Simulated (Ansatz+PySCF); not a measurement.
Results of a calculation; reference values are marked as such.
## PySCF 2.14.0 run

```python
from pyscf import gto, scf, cc

mol = gto.M(atom="""
Cl 0.000000 0.000000 0.000000
H 1.280010 0.000000 0.000000
H -1.280010 0.000000 0.000000
""", basis='6-31g', charge=0, spin=3)
mf = scf.UHF(mol)
mf.kernel()
mycc = cc.CCSD(mf, frozen=5).run()
et = mycc.ccsd_t()
print(mf.e_tot, mycc.e_corr, et, mycc.e_tot + et)
```

The script is written out from the run's settings.

Results

| Item | Value |
| --- | --- |
| Converged | yes |
| Reference energy | -460.06070 hartree |
| CCSD correlation energy | -0.03943 hartree |
| Triples correction | -0.00038 hartree |
| Total energy | -460.10051 hartree |
| Spin squared of the determinant | 3.753 |

Caution: another spin multiplicity may lie lower.
